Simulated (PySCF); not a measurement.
An unknown is described by computed data only.

Formula: CH2; triplet state.

| Quantity | Value |
| --- | --- |
| EPR couplings | largest isotropic hyperfine couplings (means over sets of like nuclei): 13C +240.0, 1H -10.8 (×2) MHz [unrestricted B3LYP/IGLO-III on C, pcH-1 on H] |
| Dipole | 0.63 D [PBE0-D3(BJ)/def2-SVP] |
| EPR g | 2.00239 [unrestricted B3LYP/IGLO-III on C, pcH-1 on H, mean-field spin–orbit] |
| Zero-field splitting | 0.813 cm⁻¹ [unrestricted B3LYP/IGLO-III on C, pcH-1 on H, mean-field spin–orbit] |
| Rotational structure | rotational constants A, B, C: 1635.724, 248.764, 215.925 GHz [PBE0-D3(BJ)/def2-SVP] |

Electronic properties: PySCF, gas phase, density fitting. Levels stand in brackets. Isolated species at its PBE0-D3(BJ)/def2-SVP geometry, gas phase.

Task: Give a SMILES that accounts for the data.

Result: The optimised geometry has point group C2v and is an asymmetric top. The largest Mulliken spin population (2.07) sits on a carbon bonded to 2 H. The couplings belong to: 13C +240.0 MHz, carbon bonded to 2 H; 1H -10.8 MHz, hydrogen on carbon. Structure: `[CH2]` (CH2-triplet) [triplet].
